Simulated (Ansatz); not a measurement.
C3O2 (`O=C=C=C=O`), 5 atoms. The species carries charge 0 and has multiplicity 1. All runs use 2 threads of a server CPU on a shared host. Correlated methods freeze the cores. Open-shell runs search over several starts.

(1) How many basis functions does each run have, and how long does it take in Ansatz? RKS B2PLYP (frozen core)/def2-TZVPP energy; UKS r2SCAN-D4/def2-TZVPP energy of the cation; RKS PBE0-D4/def2-TZVPP energy; UKS ωB97M-V/def2-TZVPP energy of the cation; UHF-MP2/def2-QZVPP energy of the cation; UKS B2PLYP (frozen core)/def2-TZVPP energy of the cation; UKS PBE0-D4/def2-TZVPP energy of the cation; UHF-CCSD(T)/def2-TZVPP energy of the cation; RKS HSE06-D4/def2-TZVPP energy; UKS ωB97X-V/def2-TZVPP energy of the cation; RHF-CCSD(T)/def2-TZVPP energy; RHF-MP2/def2-QZVPP energy. (Estimate.)

## Answers

(1) The calculation gave: Other jobs shared the machine, so times are rough.

```tsv
level	job	functions	wall time	peak host memory (GiB)
RKS PBE0-D4/def2-TZVPP	energy	155	0.95 s	0.27
RKS HSE06-D4/def2-TZVPP	energy	155	1.2 s	0.28
RKS B2PLYP (frozen core)/def2-TZVPP	energy	155	2 s	0.26
RHF-CCSD(T)/def2-TZVPP	energy	155	5.5 s	0.79
RHF-MP2/def2-QZVPP	energy	285	6 s	0.83
UKS PBE0-D4/def2-TZVPP	energy of the cation	155	13 s	0.46
UKS B2PLYP (frozen core)/def2-TZVPP	energy of the cation	155	16 s	0.42
UHF-CCSD(T)/def2-TZVPP	energy of the cation	155	24 s	1.5
UHF-MP2/def2-QZVPP	energy of the cation	285	47 s	0.92
UKS r2SCAN-D4/def2-TZVPP	energy of the cation	155	54 s	0.36
UKS ωB97M-V/def2-TZVPP	energy of the cation	155	61 s	0.6
UKS ωB97X-V/def2-TZVPP	energy of the cation	155	3.1 min	0.56
```

HSE06 is defined as in plane-wave codes.
